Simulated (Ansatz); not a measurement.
Relaxation of ClH₄NSi (7 atoms, charge 0, multiplicity 1), to a largest force component of 0.03 eV/Å in at most 50 steps.

The calculation used Ansatz 0.2.0, RKS PBE-D4/cc-pVDZ.

```xyz
7
Properties=species:S:1:pos:R:3
Si 0.291 0.047 0.086
N 0.843 0.197 1.769
H 0.174 0.082 2.542
H 1.653 -0.406 1.957
H 1.672 0.165 -0.378
H -0.676 1.134 -0.270
Cl -0.597 -1.765 -0.543
```

Question: Where does it end, and by what steps?

Answer: The run converged. After 4 steps the energy has fallen by 0.225 eV; H5 moved furthest, 0.33 Å.

```tsv
step	energy less start (eV)	largest force component (eV/Å)	accepted
0	0.0000	1.247	yes
1	-0.1828	0.578	yes
2	-0.2083	0.254	yes
3	-0.2223	0.108	yes
4	-0.2248	0.022	yes
```

```xyz
7
Properties=species:S:1:pos:R:3
Si 0.384 0.062 0.118
N 0.841 0.169 1.799
H 0.073 0.126 2.479
H 1.586 -0.469 2.102
H 1.630 0.196 -0.706
H -0.634 1.133 -0.154
Cl -0.523 -1.764 -0.475
```

Whether the end is a true minimum wasn't checked by a vibrational analysis.

Run time: 11 s on 1 thread of Arm Neoverse V1, on a shared host, peak memory 0.12 GiB.
